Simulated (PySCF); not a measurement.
**BHClO (SMILES O[B]Cl) at UCISD/STO-6G**

What is the vertical doublet–quartet gap of BHClO at UCISD/STO-6G? The job is set up through a Python script.

Program for the calculation: PySCF 2.14.0.

6 further runs of the same task are left out: 6 set aside as unsound or not needed.

## Step 1: The system as given

BHClO has 4 atoms, charge 0, and is taken as a doublet. SMILES: `O[B]Cl`. The shape is that of a PBE0-D4/def2-TZVP optimisation.

Bond lengths: O1–B2 1.334 Å, B2–Cl3 1.740 Å, O1–H4 0.961 Å. Angles: O1–B2–Cl3 122.2°, B2–O1–H4 113.5°.

## Step 2: A single-point energy at UCISD/STO-6G

calc.py reads:

```python
# O[B]Cl
from pyscf import gto, ci

molecule = gto.Mole()
molecule.atom = '''
O      1.031035     0.361127    -1.113616
B     -0.812393     0.123966     0.590728
Cl    -1.052955    -2.500486     2.556610
H      0.939194     1.901442    -2.072085
'''
molecule.verbose = 3
molecule.max_memory = 1860
molecule.unit = 'bohr'
molecule.basis = 'sto-6g'
molecule.spin = 1
molecule.charge = 0
molecule.build()

hf = molecule.UHF()
hf.conv_tol = 1e-10
hf.kernel()
if not hf.converged:
    hf = hf.newton().run(hf.mo_coeff, hf.mo_occ)

cisd = ci.CISD(hf, frozen=7)
cisd.kernel()
etot = cisd.e_tot
print('Final energy', etot)
```

On the command line:

```console
$ OMP_NUM_THREADS=1 python calc.py
```

Log:

```text
converged SCF energy = -557.758996163688  <S^2> = 0.75517903  2S+1 = 2.0051723
E(UCISD) = -557.8497702158846  E_corr = -0.09077405219705804
Final energy -557.8497702158846
```

Wall time 0.86 s (1 thread of Intel Xeon Platinum 8488C (Sapphire Rapids), shared host); peak memory 0.12 GiB.

## Step 3: The quartet

run.py reads:

```python
from pyscf import gto, scf, ci

system = gto.Mole()
system.atom = 'O 0.545600 0.191100 -0.589300; B -0.429900 0.065600 0.312600; Cl -0.557200 -1.323200 1.352900; H 0.497000 1.006200 -1.096500'
system.spin = 3
system.basis = 'sto-6g'
system.max_memory = 1860
system.verbose = 3
system.build()

myscf = scf.UHF(system)
myscf.conv_tol = 1e-10
myscf.kernel()
if not myscf.converged:
    myscf = myscf.newton().run(myscf.mo_coeff, myscf.mo_occ)

cisd = ci.CISD(myscf, frozen=7)
cisd.kernel()
etot = cisd.e_tot
print(f'total energy: {etot:.8f} hartree')
```

On the command line:

```console
$ OMP_NUM_THREADS=1 python run.py
```

Log:

```text
WARN: HOMO 0.197904893872957 >= LUMO -0.467099955873597

converged SCF energy = -557.516917172953  <S^2> = 3.7580293  2S+1 = 4.0040127
E(UCISD) = -557.5719859421249  E_corr = -0.05506876917180355
total energy: -557.57198594 hartree
```

Run time: 0.8 s. Hardware: 1 thread of Intel Xeon Platinum 8488C (Sapphire Rapids), shared host; peak memory 0.1 GiB.

## Step 4: Results

At UCISD/STO-6G, 7 core orbitals frozen:

```
                                                           quantity          value
                                              doublet: total energy  -557.84977 Eh
                      doublet: dipole moment (Hartree–Fock density)         3.47 D
doublet: HOMO energy (Hartree–Fock orbitals) (highest over α and β)       -7.82 eV
 doublet: LUMO energy (Hartree–Fock orbitals) (lowest over α and β)        7.19 eV
               doublet: correlation energy (7 core orbitals frozen)      -90.8 mEh
                         doublet: ⟨S²⟩ of the reference determinant          0.755
                                              quartet: total energy  -557.57199 Eh
                      quartet: dipole moment (Hartree–Fock density)         6.77 D
quartet: HOMO energy (Hartree–Fock orbitals) (highest over α and β)       -4.19 eV
 quartet: LUMO energy (Hartree–Fock orbitals) (lowest over α and β)        1.76 eV
               quartet: correlation energy (7 core orbitals frozen)      -55.1 mEh
                         quartet: ⟨S²⟩ of the reference determinant          3.758
                   vertical energy of the quartet above the doublet       7.559 eV
```

What this shows: At this shape the quartet lies 7.56 eV (729 kJ/mol) above the doublet. In a minimal basis such a difference can be off by several eV, whatever the method.
